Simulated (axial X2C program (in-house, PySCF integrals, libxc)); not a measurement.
## Potential curves of AlO⁻, 2c

Calculated with an in-house all-electron X2C program for linear molecules (integrals from PySCF). Two-component (2c) means X2C with spin–orbit coupling and atomic mean-field two-electron Coulomb and Gaunt terms. Basis: Al dyall-av3z [9s9p3d2f], O dyall-av3z [7s6p3d2f] (cores contracted in-house); Gaussian nuclei, density fitting, unrestricted open shells. Masses: Al 26.982 u, O 15.995 u.

State: Ω = 0 (closed shell). Energies in kJ/mol from the fragments at the same level (Al + O-). Fits are polynomials in 1 − R0/R over 0.85 to 1.23 times the lowest point R0.

| R (Å) | PBE0 |
| --- | --- |
| 1.4320 | -466.51 |
| 1.4979 | -533.51 |
| 1.5472 | -562.31 |
| 1.5966 | -577.31 |
| 1.6460 | -581.56 |
| 1.7036 | -576.21 |
| 1.7612 | -562.65 |
| 1.8353 | -536.79 |
| 1.9258 | -497.17 |
| 2.0575 | -431.96 |

One determinant describes the state; a PBE0 search over occupations chose it and may have missed a lower one. The closed shell is kept restricted, so the energy runs too high when the bond is stretched far. De is counted from the lowest determinant-based energies of the atoms at the same level, without counterpoise correction. The 2c atoms are single determinants rather than J levels; their spin–orbit lowering is only partly caught, and De is too large by that part. This holds for PBE0. The functionals have no current-density term, which raises determinants with orbital currents, atoms included.

Question: What are Re, ωe and De at the PBE0 level?

Answer: At PBE0, 2c: Re = 1.645 Å, ωe ≈ 977 cm⁻¹, De = 6.03 eV to Al + O-; Be follows as 0.621 cm⁻¹.
